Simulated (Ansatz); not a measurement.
C3H5FO can be A, `OC1(F)CC1`, or B, `C[C@@H]1O[C@H]1F`.

Program: Ansatz. Geometries: PBE0-D4/def2-TZVP. ΔE: electronic, gas phase. CBS: MP2 limit from def2 TZ/QZ plus the TZ coupled-cluster correction, frozen cores. DFT in def2-TZVPP. B3LYP here is the variant with VWN-RPA as its local correlation; programs differ in this. Each species was taken in one conformer, which may not be the lowest.

Question: Which is lower in electronic energy at CCSD(T)/CBS, and by how much? (Best estimate.)

Answer: Ansatz gave: A, by 2.5 kcal/mol.

Question: Give E(B) − E(A) in kcal/mol with CCSD(T)/def2-TZVPP, MP2/def2-TZVPP, ωB97M-V, r2SCAN-D4, B3LYP-D4, B3LYP, HF/def2-TZVPP. (Best estimate.)

Answer: Ansatz gave: CCSD(T)/def2-TZVPP 2.1, MP2/def2-TZVPP 2.6, ωB97M-V 3.2, r2SCAN-D4 1.9, B3LYP-D4 1.8, B3LYP 1.5, HF/def2-TZVPP 2.6. None reverses the order clearly.

Largest T1 diagnostic: 0.012.

From PBE to PBE0 (25 % exact exchange), in def2-TZVPP and without D4, E(B) − E(A) moves by +1.6 kcal/mol.
